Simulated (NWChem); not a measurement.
**Which level was it?**

C2H6Al has 9 atoms, charge 0, and is taken as a doublet. As SMILES, `[CH2][AlH][CH3]`. Geometry: relaxed at PBE0-D4/def2-TZVP. This is one conformer, not always the lowest.

```xyz
9

C    -1.0017    0.8818   -1.3295
Al    0.2289    0.6650    0.1396
C     0.6162   -1.0988    0.8801
H    -1.5281    0.0612   -1.8164
H    -1.2573    1.8423   -1.7755
H     0.9189    1.9667    0.7401
H     0.1374   -1.9104    0.3270
H     1.6940   -1.2913    0.8962
H     0.2801   -1.1627    1.9211
```

A calculation with NWChem 7.3.0 gave:

- total energy: -322.1946 Eh
- dipole moment: 0.89 D
- HOMO energy: -6.50 eV
- LUMO energy: -2.83 eV
- ⟨S²⟩: 0.753
- largest force: 0.127 eV/Å

Q: Which of these levels gave the numbers?
A. B3LYP/6-31G* (spherical functions)
B. HF/3-21G
C. B3LYP/6-31G* (Cartesian functions)
D. HF/STO-3G

A: A. The others give -322.1977 Eh (B3LYP/6-31G* (Cartesian functions)), -317.2857 Eh (HF/STO-3G), -319.3454 Eh (HF/3-21G).
